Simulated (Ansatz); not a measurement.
A displaced shape of singlet HNO:

```yaml
atoms:
  - { symbol: N, position_ang: [-0.0095, 0.4185, -0.3381] }
  - { symbol: H, position_ang: [0.0353, 1.3201, 0.2001] }
  - { symbol: O, position_ang: [0.0447, -0.5382, 0.2870] }
```

It was optimised with HF/def2-SVP in Ansatz (development build ahead of 0.2.0) to forces under 0.001 eV/Å, with restricted orbitals. Each step stands on the lowest determinant of that kind that the program's search found.

Problem. What shape does it relax to, and how does the optimisation go?

Solution.

```yaml
atoms:
  - { symbol: N, position_ang: [-0.0125, 0.4308, -0.3725] }
  - { symbol: H, position_ang: [0.0366, 1.2834, 0.2153] }
  - { symbol: O, position_ang: [0.0464, -0.5139, 0.3062] }
```

Bond lengths: N1–H2 1.037 Å, N1–O3 1.165 Å. Angles: H2–N1–O3 109.5°.

```tsv
step	E − E(start) (eV)	largest force (eV/Å)
1	0.0000	2.3807
2	-0.0668	0.4701
3	-0.0759	0.1808
4	-0.0762	0.0184
5	-0.0762	0.0005
```

The optimisation ended after 5 steps with its threshold met. Caution: near this shape an unrestricted determinant lies lower.
